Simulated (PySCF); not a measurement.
CH3Cl, SMILES ClC.

Geometry optimised at ωB97X-D3(BJ)/def2-TZVP.

Method: TDDFT-B3LYP/def2-TZVPD in PySCF.

Vertical excitations; the highest root listed may be one member of a degenerate set. Gas-phase values at a fixed geometry. State labels are in the subgroup Cs.

| state | symmetry | energy (eV) | λ (nm) | f | main pairs |
|---|---|---|---|---|---|
| S1 | A" | 6.91 | 179 | 0.003 | HOMO−1→LUMO (degenerate set) |
| S2 | A' | 6.91 | 179 | 0.003 | HOMO→LUMO (degenerate set) |
| S3 | A" | 7.51 | 165 | 0.020 | HOMO−1→LUMO+1 (degenerate set) |
| S4 | A' | 7.51 | 165 | 0.020 | HOMO→LUMO+1 (degenerate set) |
| S5 | A" | 8.43 | 147 | 0.002 | HOMO→LUMO+2, HOMO−1→LUMO+3 (degenerate set) |
| S6 | A' | 8.43 | 147 | 0.002 | HOMO−1→LUMO+2, HOMO→LUMO+3 (degenerate set) |
| S7 | A" | 8.48 | 146 | 0.000 | HOMO−1→LUMO+3 50 %, HOMO→LUMO+2 50 % |
| S8 | A' | 8.55 | 145 | 0.093 | HOMO→LUMO+3 50 %, HOMO−1→LUMO+2 49 % |
| S9 | A" | 9.02 | 137 | 0.014 | HOMO−1→LUMO+4 (degenerate set) |
| S10 | A' | 9.02 | 137 | 0.014 | HOMO→LUMO+4 (degenerate set) |
| T1 | A" | 6.33 | 196 | 0 | HOMO−1→LUMO, HOMO−1→LUMO+1 (degenerate set) |
| T2 | A' | 6.33 | 196 | 0 | HOMO→LUMO, HOMO→LUMO+1 (degenerate set) |
| T3 | A" | 7.35 | 169 | 0 | HOMO−1→LUMO+1, HOMO−1→LUMO (degenerate set) |
| T4 | A' | 7.35 | 169 | 0 | HOMO→LUMO+1, HOMO→LUMO (degenerate set) |
Triplets are in the Tamm–Dancoff approximation, which puts them higher than full response would, so one can lie above its singlet here.
